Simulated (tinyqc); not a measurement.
Worked calculation: harmonic frequencies on the RHF/sto-3g surface (energies and gradients from PySCF), for BH3, spin multiplicity 1. Computed by tinyqc, a small Python program that keeps every step (integrals from PySCF). Settings: charge = 0, multiplicity = 1, basis = sto-3g, delta = 0.01. Command: `OMP_NUM_THREADS=1 python tinyqc.py 30126 30127 out.jsonl` (the two numbers bound the seeds that draw the settings). One thread of a shared host (Intel(R) Xeon(R) Processor @ 2.60GHz), about 2 s of CPU time with the checks.

## One row of the Hessian: 2Hx

optimised positions (bohr):
```
            x          y          z
1B  -0.007568   0.003295  -0.001423
2H   2.183710   0.009325   0.053911
3H  -1.107329   1.898148  -0.071325
4H  -1.099049  -1.897540   0.013169
```

gradient at +delta (hartree/bohr):
```
              x            y            z
1B  -0.00363385  -0.00001807  -0.00007919
2H   0.00368984   0.00001006   0.00008878
3H  -0.00003027  -0.00004794  -0.00000370
4H  -0.00002572   0.00005595  -0.00000589
```

gradient at -delta (hartree/bohr):
```
              x            y            z
1B   0.00370970  -0.00000134   0.00007962
2H  -0.00377631  -0.00000809  -0.00009092
3H   0.00003188   0.00005235   0.00000455
4H   0.00003473  -0.00004291   0.00000674
```

Displace 2Hx by +/-0.01 bohr; H(k, :) = (g(+) - g(-)) / (2 delta).

row of the Hessian (hartree/bohr^2): 1Bx -0.36717763, 1By -0.00083621, 1Bz -0.00794043, 2Hx 0.37330764, 2Hy 0.00090762, 2Hz 0.00898457, 3Hx -0.00310716, 3Hy -0.00501458, 3Hz -0.00041258, 4Hx -0.00302285, 4Hy 0.00494316, 4Hz -0.00063156

## Hessian by finite differences

All rows are made in the same way, and the matrix is symmetrised.

Hessian (symmetrised) (hartree/bohr^2), lower triangle:
```
             1Bx          1By          1Bz          2Hx          2Hy          2Hz          3Hx          3Hy
1Bx   0.64963877
1By   0.00029048   0.64972569
1Bz   0.01242849  -0.01090449   0.15887010
2Hx  -0.36717756  -0.00083609  -0.00793935   0.37330764
2Hy  -0.00083633  -0.06594177   0.00027127   0.00090751   0.04990607
2Hz  -0.00793966   0.00027127  -0.05297914   0.00898348  -0.00069457   0.01783527
3Hx  -0.14179795   0.13071709  -0.00515511  -0.00310733   0.02414416  -0.00105991   0.13134427
3Hy   0.13071764  -0.29116962   0.00860106  -0.00501462   0.00807064   0.00008441  -0.14032803   0.29171010
3Hz  -0.00515497   0.00860079  -0.05309448  -0.00041258   0.00082248   0.01756140   0.00599424  -0.00963732
4Hx  -0.14066433  -0.13017148   0.00066598  -0.00302301  -0.02421534   0.00001606   0.01356167   0.01462504
4Hy  -0.13017179  -0.29261538   0.00203216   0.00494321   0.00796552   0.00033888  -0.01453275  -0.00861082
4Hz   0.00066615   0.00203242  -0.05279753  -0.00063155  -0.00039917   0.01758282   0.00022078   0.00095186

             3Hz          4Hx          4Hy         4Hz
3Hz   0.01795937
4Hx  -0.00042668   0.13012634
4Hy   0.00021407   0.13976132   0.29326098
4Hz   0.01757407  -0.00025536  -0.00258511  0.01764100
```

## Normal modes

masses (u): 1B 11.009305, 2H 1.007825, 3H 1.007825, 4H 1.007825

Diagonalise H_ij / sqrt(m_i m_j); the 6 smallest eigenvalues belong to translations and rotations; wavenumber = sqrt(eigenvalue / 1822.888) x 219474.63; each mode has its largest component positive (the first on a tie); zero-point energy = sum of wavenumbers / 2, with 349.755 1/cm per kcal/mol.

eigenvalues of the mass-weighted Hessian (hartree/(bohr^2 u)): -0.000005  0.000000  0.000000  0.000000  0.000001  0.000003  0.066742  0.083254  0.083264  0.365119  0.423438  0.423457

harmonic wavenumbers of the vibrations (1/cm): 1328.0  1483.2  1483.3  3106.1  3345.0  3345.1

mass-weighted modes:
```
        mode 1     mode 2     mode 3     mode 4     mode 5     mode 6
1Bx   0.011744  -0.304802  -0.041019   0.000047   0.164682  -0.305960
1By  -0.010303   0.040852  -0.304839  -0.000056  -0.305895  -0.164872
1Bz  -0.463909  -0.008626   0.005734   0.000001   0.010960  -0.004082
2Hx  -0.012936  -0.092270  -0.014326   0.577048  -0.361389   0.674744
2Hy   0.011357  -0.104779   0.763955   0.001587  -0.000750   0.001986
2Hz   0.511102  -0.000004  -0.017329   0.014571  -0.009131   0.017035
3Hx  -0.012938   0.498318   0.445645  -0.289744  -0.383839   0.012510
3Hy   0.011344   0.355587   0.173542   0.499228   0.661372  -0.021011
3Hz   0.511111   0.004719   0.007423  -0.018417  -0.024398   0.000783
4Hx  -0.012941   0.601369  -0.295745  -0.287461   0.200933   0.323982
4Hy   0.011353  -0.385830   0.070043  -0.500631   0.350399   0.563945
4Hz   0.511074   0.023795  -0.009045   0.003843  -0.002696  -0.004325
```

zero-point energy = 20.143836 kcal/mol

Within a degenerate level the vectors are fixed only up to a rotation; this is one choice.
